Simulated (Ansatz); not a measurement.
Mulliken charges of C$_{3}$H$_{5}$NO, SMILES `COCC#N` from ωB97M-V/def2-TZVPP in Ansatz (PBE0-D4/def2-TZVP geometry).

```tsv
atom	x (Å)	y (Å)	z (Å)	charge (e)
C1	-0.770	-0.158	1.115	-0.183
O2	-0.296	0.910	0.325	-0.281
C3	0.746	0.547	-0.523	0.048
C4	0.335	-0.409	-1.563	-0.190
N5	0.004	-1.164	-2.363	-0.025
H6	-1.194	-0.957	0.497	0.127
H7	0.032	-0.574	1.738	0.108
H8	-1.549	0.248	1.758	0.131
H9	1.104	1.456	-1.012	0.135
H10	1.588	0.102	0.028	0.129
```

By hand: the dipole of these point charges (1 e Å = 4.8032 D).

Σ q r = (0.199, -0.035, 0.384) e Å, of length 0.434 e Å = 2.08 D.

How does the dipole of the full density compare? (Best estimate.)

Ansatz gave: (0.258, 0.229, 0.576) e Å, 3.22 D; the point charges give 0.65 times that, at 25° from its direction.

Point charges leave out the atoms' own dipoles, such as those of lone pairs, and Mulliken's split depends on the basis, so the two needn't agree.
